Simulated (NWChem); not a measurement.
System: chloromethane (CH3Cl); SMILES ClC

The following NWChem deck was run.

```
start job
memory heap 200 mb stack 900 mb global 1100 mb
geometry units angstroms noautoz
  C      0.000000     0.000000    -1.110906
  Cl     0.000000     0.000000     0.664417
  H      0.732981     0.732981    -1.470125
  H      0.268290    -1.001270    -1.470125
  H     -1.001270     0.268290    -1.470125
end
basis spherical
  C library 6-311g**
  Cl library 6-311g**
  H library 6-311g**
end
dft
  xc xpbe96 cpbe96
  iterations 150
  mulliken
end
task dft gradient
```

Excerpt of the output:

```
             Northwest Computational Chemistry Package (NWChem) 7.3.0
             --------------------------------------------------------

 C3V symmetry detected

                             Geometry "geometry" -> ""
                             -------------------------

 Output coordinates in angstroms (scale by  1.889725989 to convert to a.u.)

  No.       Tag          Charge          X              Y              Z
 ---- ---------------- ---------- -------------- -------------- --------------
    1 C                    6.0000    -0.00000000    -0.00000000    -1.11933977
    2 Cl                  17.0000     0.00000000    -0.00000000     0.65598323
    3 H                    1.0000     0.73298074     0.73298074    -1.47855877
    4 H                    1.0000     0.26828957    -1.00127031    -1.47855877
    5 H                    1.0000    -1.00127031     0.26828957    -1.47855877

 Effective nuclear repulsion energy (a.u.)      51.3434382480

      Symmetry information
      --------------------

 Group name             C3v
 Group number             17
 Group order               6
 No. of unique centers     3

  pbe96 is a nonlocal functional; adding pw91lda local functional.

                                 NWChem DFT Module
                                 -----------------

 Summary of "ao basis" -> "ao basis" (spherical)
 ------------------------------------------------------------------------------
       Tag                 Description            Shells   Functions and Types
 ---------------- ------------------------------  ------  ---------------------
 C                          6-311g**                 8       18   4s3p1d
 Cl                         6-311g**                12       26   6s5p1d
 H                          6-311g**                 4        6   3s1p

      Symmetry analysis of basis
      --------------------------

        a1         25
        a2          1
        e          36

  Rotation of axis

            General Information
            -------------------
          SCF calculation type: DFT
          Wavefunction type:  closed shell.
          No. of atoms     :     5
          No. of electrons :    26
           Alpha electrons :    13
            Beta electrons :    13
          Charge           :     0
          Spin multiplicity:     1
          Use of symmetry is: on ; symmetry adaption is: on
          Maximum number of iterations: 150
          AO basis - number of functions:    62
                     number of shells:    32
          Convergence on energy requested:  1.00D-06
          Convergence on density requested:  1.00D-05
          Convergence on gradient requested:  5.00D-04

              XC Information
              --------------
          PerdewBurkeErnzerhof Exchange Functional  1.000
            Perdew 1991 LDA Correlation Functional  1.000 local
           PerdewBurkeErnz. Correlation Functional  1.000 non-local

             Grid Information
             ----------------
          Grid used for XC integration:  medium
          Radial quadrature: Mura-Knowles
          Angular quadrature: Lebedev.
          Tag              B.-S. Rad. Rad. Pts. Rad. Cut. Ang. Pts.
          ---              ---------- --------- --------- ---------
          C                   0.70       49           7.0       434
          Cl                  1.00       88           8.0       590
          H                   0.35       45           8.0       434
          Grid pruning is: on
          Number of quadrature shells:   182
          Spatial weights used:  Erf1

      Superposition of Atomic Density Guess
      -------------------------------------

 Sum of atomic energies:        -498.64483736

      Non-variational initial energy
      ------------------------------

 Total energy =    -499.365957
 1-e energy   =    -788.479429
 2-e energy   =     237.770034
 HOMO         =      -0.384711
 LUMO         =       0.050053

      Symmetry analysis of molecular orbitals - initial
      -------------------------------------------------

  Numbering of irreducible representations:

     1 a1          2 a2          3 e

  Orbital symmetries:

     1 a1          2 a1          3 a1          4 a1          5 e
     6 e           7 a1          8 a1          9 e          10 e
    11 a1         12 e          13 e          14 a1         15 a1
    16 e          17 e          18 a1         19 e          20 e
    21 e          22 e          23 a1

     ---------------------------------------------
      Total Density - Mulliken Population Analysis
     ---------------------------------------------

    Atom       Charge   Shell Charges
 -----------   ------   -------------------------------------------------------
    1 C    6     6.31   1.10  0.89  0.52  0.78  1.46  0.53  0.98  0.05
    2 Cl  17    17.24   0.78  1.19  0.91  1.08  1.00  0.99  7.41 -1.49  1.03  3.14  1.19  0.02
    3 H    1     0.82   0.24  0.44  0.12  0.02
    4 H    1     0.82   0.24  0.44  0.12  0.02
    5 H    1     0.82   0.24  0.44  0.12  0.02

[...]

                         DFT ENERGY GRADIENTS

    atom               coordinates                        gradient
                 x          y          z           x          y          z
   1 C      -0.000000  -0.000000  -2.115245   -0.000000   0.000000   0.010760
   2 Cl      0.000000  -0.000000   1.239629    0.000000   0.000000  -0.009145
   3 H       1.385133   1.385133  -2.794071    0.000319   0.000319  -0.000538
   4 H       0.506994  -1.892127  -2.794071    0.000117  -0.000436  -0.000538
   5 H      -1.892127   0.506994  -2.794071   -0.000436   0.000117  -0.000538
```

Level: PBE/6-311G** (spherical d). Coordinates come from a PBE0/def2-SVP optimisation.
